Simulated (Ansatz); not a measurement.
System: hcp Co. Method: BLYP (Ansatz, a first-principles code, plane waves, PAW).

Run with plane-wave cutoff 520 eV, 24×24×14 k mesh (along the axes of the cell as run), Fermi–Dirac smearing 0.05 eV, spin-polarised with parallel moments, scalar-relativistic PAW data made under PBE.

Computed points:

```json
[
 {"V (Å³/atom)": "10.899", "E − E_lowest (meV/atom)": "11.56"},
 {"V (Å³/atom)": "11.126", "E − E_lowest (meV/atom)": "2.79"},
 {"V (Å³/atom)": "11.353", "E − E_lowest (meV/atom)": "0.00"},
 {"V (Å³/atom)": "11.580", "E − E_lowest (meV/atom)": "2.58"},
 {"V (Å³/atom)": "11.808", "E − E_lowest (meV/atom)": "9.95"}
]
```

**Question.** Fit the third-order Birch–Murnaghan equation and give B0 and B′.

**Answer.** V0 = 11.354 Å³/atom, B0 = 189 GPa, B′ = 4.5 (fit to the energies at full precision).

Shape and atoms are relaxed at each volume.

Measured, for comparison: bulk modulus 193 GPa (zero-point energy and finite temperature contributions removed, our sources range from 193 to 198; as tabulated in doi:10.1021/acs.jctc.3c00612). Computed (rounded) less measured: bulk modulus -2 % (-2 % to -5 % over the range).

Note: the bulk modulus comes from volumes at which shape and atoms were relaxed.
